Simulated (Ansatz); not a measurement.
# C2H5FS2: small, medium and large basis sets

An exercise on one series of results from a longer session: the logs are not shown, and one member is left open.

The runs use Ansatz 0.2.0, Gaussian basis; one geometry, several basis sets.

Plan: PBE0-D4/def2-SVP; ωB97M-V/def2-SVP; PBE0-D4/def2-QZVPP; ωB97M-V/def2-QZVPP; the functionals' def2-TZVPP values are taken from earlier runs.

**The relaxed structure**

The geometry comes from an earlier relaxation with PBE0-D4 in a triple-zeta def2 set; it is a stationary point, not always the lowest conformer.

SMILES `CC(F)SS`, 10 atoms, charge 0, spin multiplicity 1.

Atoms are counted from 1 here; the program's logs count them from 0.

Bond lengths: C1–C2 1.502 Å, C1–H6 1.091 Å, C1–H7 1.090 Å, C1–H8 1.092 Å, C2–F3 1.380 Å, C2–S4 1.810 Å, C2–H9 1.097 Å, S4–S5 2.037 Å, S5–H10 1.347 Å. Angles: C2–C1–H6 110.3°, C2–C1–H7 110.2°, C2–C1–H8 109.3°, H6–C1–H7 109.0°, H6–C1–H8 108.9°, H7–C1–H8 109.1°, C1–C2–F3 109.2°, C1–C2–S4 115.5°, C1–C2–H9 111.7°, F3–C2–S4 110.4°, F3–C2–H9 107.4°, S4–C2–H9 102.2°, C2–S4–S5 104.2°, S4–S5–H10 98.3°.

Geometry (Å):

```mol
C2H5FS2
  3D, bonds by distance, orders not assigned

 10  9  0  0  0  0  0  0  0  0999 V2000
   -0.5409    0.0732    1.0818 C   0  0
    0.2002   -0.8051    0.1148 C   0  0
    1.5577   -0.6490    0.3094 F   0  0
   -0.2186   -0.5703   -1.6308 S   0  0
   -0.0186    1.4352   -1.9290 S   0  0
   -0.3470    1.1243    0.8638 H   0  0
   -1.6134   -0.1115    1.0124 H   0  0
   -0.2059   -0.1445    2.0979 H   0  0
   -0.0336   -1.8661    0.2680 H   0  0
    1.3035    1.4627   -2.1855 H   0  0
  1  2  8  0
  2  3  8  0
  2  4  8  0
  4  5  8  0
  1  6  8  0
  1  7  8  0
  1  8  8  0
  2  9  8  0
  5 10  8  0
M  END
```

The first run:

in.yaml

```yaml
crystal:
  periodic: [false, false, false]
  atoms:
    - {symbol: C, position_ang: [-0.540923, 0.073234, 1.081849]}
    - {symbol: C, position_ang: [0.200154, -0.805060, 0.114819]}
    - {symbol: F, position_ang: [1.557718, -0.649035, 0.309394]}
    - {symbol: S, position_ang: [-0.218634, -0.570339, -1.630825]}
    - {symbol: S, position_ang: [-0.018591, 1.435223, -1.928983]}
    - {symbol: H, position_ang: [-0.347049, 1.124331, 0.863811]}
    - {symbol: H, position_ang: [-1.613373, -0.111539, 1.012379]}
    - {symbol: H, position_ang: [-0.205937, -0.144516, 2.097885]}
    - {symbol: H, position_ang: [-0.033629, -1.866071, 0.268040]}
    - {symbol: H, position_ang: [1.303465, 1.462673, -2.185471]}
basis:
  gaussian: {orbitals: def2-SVP}
hamiltonian: {xc: pbe0, dispersion: d4}
output: {orbitals: {seedname: orbitals}}
```

Run with:

```console
$ ansatz run in.yaml --threads 4 --pin off --events-out ev --progress --plain --max-ram 10444MiB
```

Steps of the session up to this table: PBE0-D4 in def2-SVP; ωB97M-V in def2-SVP; PBE0-D4 in def2-QZVPP; ωB97M-V in def2-QZVPP.

One of the session's tables, all rows but one given; the rest of the session is left out.

It belongs to the step «Functionals by basis». 

| functional | basis | HOMO (eV) |
| --- | --- | --- |
| PBE0-D4 | def2-SVP | -7.27 |
| PBE0-D4 | def2-TZVPP | -7.34 |
| PBE0-D4 | def2-QZVPP | -7.37 |
| ωB97M-V | def2-SVP | -9.42 |
| ωB97M-V | def2-TZVPP | ? |
| ωB97M-V | def2-QZVPP | -9.55 |

**Question.** Estimate the row for ωB97M-V, def2-TZVPP.

The run gave: HOMO (eV): -9.51. In the column «HOMO (eV)» it lies between ωB97M-V, def2-QZVPP (-9.55) and ωB97M-V, def2-SVP (-9.42).
